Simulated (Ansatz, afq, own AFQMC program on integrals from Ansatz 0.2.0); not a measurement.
Two steps: Ansatz 0.2.0 writes the Fock matrix and Cholesky factors of the valence space, and afq projects on them the lowest state that overlaps trial and start.

```yaml
crystal:
  periodic: [false, false, false]
  atoms:
    - {symbol: Ge, position_ang: [0.000000, -0.031888, -0.001641]}
    - {symbol: H, position_ang: [0.000000, 1.088962, -1.135129]}
    - {symbol: H, position_ang: [0.000000, 1.209133, 1.253386]}
basis:
  gaussian: {orbitals: cc-pVDZ}
magnetization: {spin_polarized: true, initial_magnetization: 0}
correlation: {method: ccsd_t, electrons: outside_noble_gas, hamiltonian_folder: ham}
```

```sh
$ ansatz run in.yaml --threads 1 --pin off --events-out ev --progress --plain --max-ram 24576MiB --backend cuda --devices 0, --max-vram 18GiB
```

Options of the walk:

```
--method phaseless --trial cisd --walkers 4000 --populations 20 --least-time 60 --time-step 0.005 --steps-per-block 50 --equilibration-blocks 28 --max-blocks 4000 --target-error 0.00015 --factor-cut 1e-05 --start spin_pure --seed 8043 --release-times 0.24,0.51,0.99,1.62,2.4 --release-step 0.03 --release-every 3 --taylor-order 6
```

Times are imaginary, in 1/Eh. The walk had a cap of 122 s. With eight or more populations the least sampling time is a fifth of least-time, and the error comes from their spread. Filled inner d shells are frozen with the cores.

```
orbitals 23  electrons 3 3  factors 170 of 416
reference energy -2076.43670727 Eh
CCSD correlation -0.11146686 Eh in 9 cycles, weight of the determinant in the CISD state 0.9121
energy of the start -2076.548173 Eh
 block  time / (1/Eh)  mean weight  energy / Eh
     1     0.250  1.0001  -2076.547457
     2     0.500  1.0002  -2076.547637
     3     0.750  1.0000  -2076.548099
     4     1.000  1.0000  -2076.548522
     5     1.250  1.0000  -2076.548951
    12     3.000  0.9999  -2076.550331
    19     4.750  1.0001  -2076.550507
    21     5.250  1.0001  -2076.550475
    26     6.500  0.9998  -2076.550667
    33     8.250  1.0000  -2076.550948
    40    10.000  1.0001  -2076.551021
    47    11.750  0.9999  -2076.550785
    54    13.500  1.0000  -2076.550785
    61    15.250  1.0000  -2076.550750
    68    17.000  1.0002  -2076.550814
    75    18.750  1.0002  -2076.551095
    76    19.000  1.0001  -2076.551287
    78    19.500  1.0002  -2076.551117
error from the spread of 20 populations
released: time / (1/Eh)  energy / Eh  error  mean overlap
  0.24  -2076.550902  0.000046  0.9987
  0.51  -2076.550949  0.000045  0.9980
  0.99  -2076.551009  0.000037  0.9957
  1.62  -2076.550996  0.000047  0.9943
  2.40  -2076.550965  0.000033  0.9968
energy -2076.550844 +/- 0.000045 Eh
(rows thinned)
```

**Question.** Estimate how long the walk took on 1 × NVIDIA H100 80GB HBM3 with 2 threads of AMD EPYC 7R13 Processor (Zen 3), on a shared host (the card was shared).

**Answer.** 17 s of wall time.

The run passed its tests (sampling time, drift between the halves within three errors, error under three times the target), which doesn't prove that it has relaxed.

Against this walk (error 1.2 meV) on the same determinant: CCSD(T) 14.2 meV higher, CCSDT(Q) 3.2 meV lower, CCSDTQ 3.7 meV lower, full CI 3.7 meV lower. The error is statistical and leaves out the bias of the constraint. Released to 2.40 1/Eh the energy lies 3.3 ± 1.5 meV (both errors) below the phaseless value, which shows part or all of the bias of the constraint, and full CI lies 0.4 meV below the released value.

Cautions: constraint bias not in the error; no relativity below Rb; no spin-orbit coupling; inner d shell frozen; an unrestricted solution with more broken spin lies lower (17 meV, ⟨S²⟩ 0.18), while this determinant keeps restricted orbitals.

CCSDT and higher add their correlation energy to the determinant of the CCSD(T) run, since their own runs factorise the integrals more tightly (a shift of under 2 meV). A walk keeps the symmetry of its determinant, which the program's search chose and which needn't be the lowest solution, so a lower state of the same spin and another symmetry isn't excluded.
